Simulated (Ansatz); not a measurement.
# CH3AlN radical (SMILES N=[C][AlH2]): single points off equilibrium

An exercise on one series of results from a longer session: the logs are not shown, and one member is left open.

Method: single points in def2-TZVPP; program: Ansatz 0.2.0, Gaussian basis.

Correlated methods freeze the cores. Orbitals are unrestricted.

### The system as given

SMILES `N=[C][AlH2]`, 6 atoms, charge 0, spin multiplicity 2.

Atoms are counted from 1 here; the program's logs count them from 0.

Bond lengths: N1–C2 1.108 Å, N1–H4 1.088 Å, C2–Al3 2.021 Å, Al3–H5 1.415 Å, Al3–H6 1.607 Å. Angles: C2–N1–H4 124.9°, N1–C2–Al3 168.8°, C2–Al3–H5 110.5°, C2–Al3–H6 122.8°, H5–Al3–H6 126.3°.

Geometry (Å):

```
N    -0.5976   -1.8228   -0.1581
C    -0.4621   -0.7227   -0.1596
Al    0.1501    1.1995   -0.0352
H    -0.1504   -2.5049    0.5627
H    -0.5004    1.9919   -1.0111
H     1.1062    1.7346    1.1409
```

Set-up of the first run:

The input, run/in.yaml:

```yaml
crystal:
  periodic: [false, false, false]
  atoms:
    - {symbol: N, position_ang: [-0.597600, -1.822800, -0.158100]}
    - {symbol: C, position_ang: [-0.462100, -0.722700, -0.159600]}
    - {symbol: Al, position_ang: [0.150100, 1.199500, -0.035200]}
    - {symbol: H, position_ang: [-0.150400, -2.504900, 0.562700]}
    - {symbol: H, position_ang: [-0.500400, 1.991900, -1.011100]}
    - {symbol: H, position_ang: [1.106200, 1.734600, 1.140900]}
basis:
  gaussian: {orbitals: def2-TZVPP}
magnetization: {spin_polarized: true, initial_magnetization: 1}
correlation: {method: ccsd_t}
scf: {omitted_lower_state_checks: [cluster_reference]}
output: {forces: true}
```

The command line of these runs was not kept.

Among the steps run: CCSD(T)/def2-TZVPP; PBE0-D4/def2-TZVPP; wB97M-V/def2-TZVPP; r2SCAN-D4/def2-TZVPP; PBE-D4/def2-TZVPP; B97M-V/def2-TZVPP; BHLYP-D4/def2-TZVPP.

One table of the session follows, with a row left open; its other results are not shown here.

| method | RMS force component (eV/Å) | angle to CCSD(T) forces (°) | dipole (D) |
| --- | --- | --- | --- |
| CCSD(T) | 5.134 | reference | 1.30 |
| PBE0-D4 | 4.374 | 5.4 | 1.59 |
| wB97M-V | 4.587 | 3.4 | 1.17 |
| r2SCAN-D4 | 4.306 | 6.0 | 2.07 |
| PBE-D4 | ? | ? | ? |
| B97M-V | 4.260 | 5.4 | 1.66 |
| BHLYP-D4 | 4.552 | 2.4 | 1.50 |

Estimate the missing values for PBE-D4.

**Answer.** RMS force component (eV/Å): 4.430; angle to CCSD(T) forces (°): 5.0; dipole (D): 2.12. In the column «RMS force component (eV/Å)» it lies between PBE0-D4 (4.374) and BHLYP-D4 (4.552).
